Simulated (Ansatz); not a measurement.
Ansatz (a first-principles code) input (HF/def2-TZVP):

Ansatz 0.2 input:
```yaml
crystal:
  periodic: [false, false, false]
  atoms:
    - {symbol: Al, position_ang: [-0.00000000, 0.00000000, 0.00000000]}
    - {symbol: F, position_ang: [-0.00033933, 1.63398176, 0.02535082]}
    - {symbol: F, position_ang: [1.41503821, -0.81619414, -0.04509083]}
    - {symbol: F, position_ang: [-1.41469888, -0.81778762, 0.01974001]}
basis:
  gaussian:
    orbitals: def2-TZVP
hamiltonian:
  xc: {name: HF}
relax: {f_tol: 0.003, max_steps: 100}
```

Output:

```
Functional definition: HF
integrals: 0.04 GiB planned
908 factors; their error is unknown
mean field: 0.27 GiB planned
mean field evaluation 1: about -14707.5220 eV, gradient 4.7e1 eV
mean field evaluation 2: about -14709.5151 eV, gradient 3.2e1 eV
mean field evaluation 4: about -14710.7506 eV, gradient 3.4e-1 eV
mean field evaluation 8: about -14710.9555 eV, gradient 3.4e-1 eV
mean field -14710.95564600 eV, -540.6176485466 hartree, gradient 2.0e-5 eV, S^2 0.000000; 0 other end points of the search recorded, 0 dependent functions left out
the calculation of the forces begins
reference -14710.95564600 eV, -540.6176485466 hartree; 20, 20 occupied and 110, 110 virtual orbitals, 908 factors
relax step   1: F+E_penalty+E_count = -14710.95564600 eV  Δ(F+E_penalty+E_count) = +0.000e0 eV  max|allowed force component| = 8.884e-1 eV/Å  Δτ_max = 0.0000 Å  (31 SCF iters, accepted)
these checks for a lower state are left out or cut short: starts, cluster_reference, orbital_swaps, neighbouring_geometries, increment
integrals: 0.04 GiB planned
908 factors; their error is unknown
mean field: 0.27 GiB planned
mean field evaluation 16: about -14710.7738 eV, gradient 8.6e-1 eV
mean field -14710.97939986 eV, -540.6185214850 hartree, gradient 8.4e-6 eV, S^2 0.000000; 0 other end points of the search recorded, 0 dependent functions left out
the calculation of the forces begins
reference -14710.97939986 eV, -540.6185214850 hartree; 20, 20 occupied and 110, 110 virtual orbitals, 908 factors
relax step   2: F+E_penalty+E_count = -14710.97939986 eV  Δ(F+E_penalty+E_count) = -2.375e-2 eV  max|allowed force component| = 4.896e-1 eV/Å  Δτ_max = 0.0115 Å  (30 SCF iters, accepted)
these checks for a lower state are left out or cut short: starts, cluster_reference, orbital_swaps, neighbouring_geometries, increment
integrals: 0.04 GiB planned
908 factors; their error is unknown
mean field: 0.27 GiB planned
mean field -14710.98915863 eV, -540.6188801132 hartree, gradient 8.2e-6 eV, S^2 0.000000; 0 other end points of the search recorded, 0 dependent functions left out
the calculation of the forces begins
reference -14710.98915863 eV, -540.6188801132 hartree; 20, 20 occupied and 110, 110 virtual orbitals, 908 factors
relax step   3: F+E_penalty+E_count = -14710.98915863 eV  Δ(F+E_penalty+E_count) = -9.759e-3 eV  max|allowed force component| = 2.398e-2 eV/Å  Δτ_max = 0.0138 Å  (30 SCF iters, accepted)
these checks for a lower state are left out or cut short: starts, cluster_reference, orbital_swaps, neighbouring_geometries, increment
integrals: 0.04 GiB planned
908 factors; their error is unknown
mean field: 0.27 GiB planned
mean field evaluation 32: about -14710.9891 eV, gradient 3.4e-1 eV
mean field -14710.98918098 eV, -540.6188809343 hartree, gradient 8.6e-6 eV, S^2 0.000000; 0 other end points of the search recorded, 0 dependent functions left out
the calculation of the forces begins
reference -14710.98918098 eV, -540.6188809343 hartree; 20, 20 occupied and 110, 110 virtual orbitals, 908 factors
relax step   4: F+E_penalty+E_count = -14710.98918098 eV  Δ(F+E_penalty+E_count) = -2.234e-5 eV  max|allowed force component| = 2.890e-4 eV/Å  Δτ_max = 0.0006 Å  (29 SCF iters, accepted)
integrals: 0.04 GiB planned
908 factors; their error is unknown
mean field: 0.27 GiB planned
mean field -14710.98918098 eV, -540.6188809343 hartree, gradient 8.6e-6 eV, S^2 0.000000; 1 other end points of the search recorded, 0 dependent functions left out
the calculation of the forces begins
reference -14710.98918098 eV, -540.6188809343 hartree; 20, 20 occupied and 110, 110 virtual orbitals, 908 factors
Total energy: -14710.98918098 eV, -540.6188809343 hartree
Atom 0 at     0.000000    -0.000000    -0.000000 Å, force    -0.000000     0.000000     0.000000 eV/Å
Atom 1 at    -0.000334     1.609373     0.024969 Å, force     0.000000    -0.000289    -0.000004 eV/Å
Atom 2 at     1.393727    -0.803902    -0.044412 Å, force    -0.000250     0.000144     0.000008 eV/Å
Atom 3 at    -1.393393    -0.805471     0.019443 Å, force     0.000250     0.000145    -0.000003 eV/Å
Dipole moment:     0.000000    -0.000000    -0.000000 e Å
```
